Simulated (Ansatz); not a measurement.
Bulk modulus B0 (GPa) of solids drawn from the class of elemental solids other than molecular ones, at two levels: PBE (Ansatz, a quantum-chemistry and plane-wave program, plane waves, PAW), and PBE-D4 in Ansatz (PAW).

```tsv
solid	PBE	PBE-D4	shift (%)
diamond-structure Si	88.7	93.9	+5.9
fcc Rh	257	287	+11.7
bcc Mo	259	273	+5.4
fcc Au	139	162	+16.5
diamond	433	443	+2.3
white tin (β-Sn)	47.6	54.5	+14.5
double-hcp La	25.0	25.6	+2.4
diamond-structure Ge	59.0	64.6	+9.5
hcp Os	397	419	+5.5
hcp Ru	311	329	+5.8
```

The shifts run from +2.3 % to +16.5 %, with a median of +5.8 %.

Of 10 rows, PBE-D4 is the larger in 10 and the smaller in 0.

Ansatz's runs of these crystals have no spin polarisation.

Spin–orbit coupling is left out, also for the solids with elements from indium on (fcc Au, white tin (β-Sn), double-hcp La, hcp Os); its size isn't shown.

In Ansatz's fits of the non-cubic solids, shape and atoms are relaxed at each volume.

Each level is taken at its own relaxed cell. Caveats: the gap of the solid is closed in this run (diamond-structure Ge). Ansatz's density-functional and Hartree–Fock values are scalar-relativistic unless marked +SOC, with PAW data made under PBE.
